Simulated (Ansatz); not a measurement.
**Al₂H (quartet): from Hartree-Fock to the top rungs at distance Al1–Al2 = 6.453 Å, cc-pVDZ**

Aim: climb from Hartree-Fock through coupled cluster and multireference methods for Al₂H (quartet) at one geometry and basis, and see what each rung misses.

The runs use Ansatz 0.2.0, Gaussian basis; cc-pVDZ, core rule «outside noble gas», up to 10 orbitals frozen.

Plan: UHF; CCSD(T) on ROHF; CCSD(T) on UHF; BCCD(T) on ROHF; CISD; CCSDT(Q) on ROHF; CCSDT(Q) on UHF; CCSDTQ on ROHF; CCSDTQ on UHF; CASSCF and MRCISD+Q, 5 electrons in 5 orbitals; CASSCF and NEVPT2, 5 electrons in 5 orbitals; Full CI.

8 further runs of the same task are left out: 8 for a known fault of the program.

**1. The geometry**

The geometry derives from a PBE0/def2-TZVP stationary point (not a proven minimum). One bond is set to the value named and the two fragments are kept rigid.

3 atoms, charge 0, spin multiplicity 4.

Atoms are counted from 1 here; the program's logs count them from 0.

Bond lengths: Al1–H3 1.583 Å.

As a file:

```tsv
atom	x (Å)	y (Å)	z (Å)
Al1	0.0000	0.0000	1.6233
Al2	0.0000	0.0000	-4.8297
H3	0.0000	0.0000	3.2065
```

**2. UHF**

in.yaml

```yaml
crystal:
  periodic: [false, false, false]
  atoms:
    - {symbol: Al, position_ang: [0.000000, 0.000000, 1.623251]}
    - {symbol: Al, position_ang: [0.000000, 0.000000, -4.829749]}
    - {symbol: H, position_ang: [0.000000, 0.000000, 3.206498]}
basis:
  gaussian: {orbitals: cc-pVDZ}
magnetization: {spin_polarized: true, initial_magnetization: 3}
hamiltonian: {xc: hf}
output: {orbitals: {seedname: orbitals}}
```

On the command line:

```bash
$ ansatz run in.yaml --threads 1 --pin off --events-out ev --progress --plain --max-ram 4096MiB --backend cpu
```

After this run come: CCSD(T) on ROHF; CCSD(T) on UHF; BCCD(T) on ROHF; CISD; CCSDT(Q) on ROHF; CCSDT(Q) on UHF; CCSDTQ on ROHF; CCSDTQ on UHF; CASSCF and MRCISD+Q, 5 electrons in 5 orbitals; CASSCF and NEVPT2, 5 electrons in 5 orbitals; Full CI.

Q: Predict the results of all the runs planned. Wanted: FCI below the RHF energy; RMP2 from FCI; UMP2 from FCI; RCCSD from FCI; RCCSD(T) from FCI; UCCSD(T) from FCI; RCCSDT(Q) from FCI; UCCSDT(Q) from FCI; NEVPT2 pair from FCI.

**Answer**, as computed:

| quantity | value |
| --- | --- |
| FCI below the RHF energy | -2.8102 eV |
| RMP2 from FCI | +922.7 meV |
| UMP2 from FCI | +904.7 meV |
| RCCSD from FCI | +74.4 meV |
| RCCSD(T) from FCI | +24.1 meV |
| UCCSD(T) from FCI | +22.6 meV |
| RCCSDT(Q) from FCI | +0.1 meV |
| UCCSDT(Q) from FCI | -0.4 meV |
| NEVPT2 pair from FCI | +850.2 meV |
| MRCISD+Q pair from FCI | -40.8 meV |
| levels within 1 kcal/mol (43 meV) | RCCSD(T), UCCSD(T), BCCD(T), RCCSDT, UCCSDT, RCCSDT(Q), UCCSDT(Q), RCCSDTQ, UCCSDTQ, MRCISD+Q pair |
| T1 diagnostic | 0.032 |
| effectively unpaired electrons | 3.08 |

What this shows: RCCSD(T) lands +24.1 meV from the yardstick (0.9 % of the correlation energy). MRCISD+Q pair falls below full CI: the +Q correction isn't variational, and the cores differ from full CI's. One determinant dominates. Of the multireference levels listed MRCISD+Q pair comes nearest in total energy (-40.8 meV), which doesn't show that its space is the better one. These misses are within one basis, not against nature; the frozen cores of restricted and unrestricted runs differ, which can shift their rows.
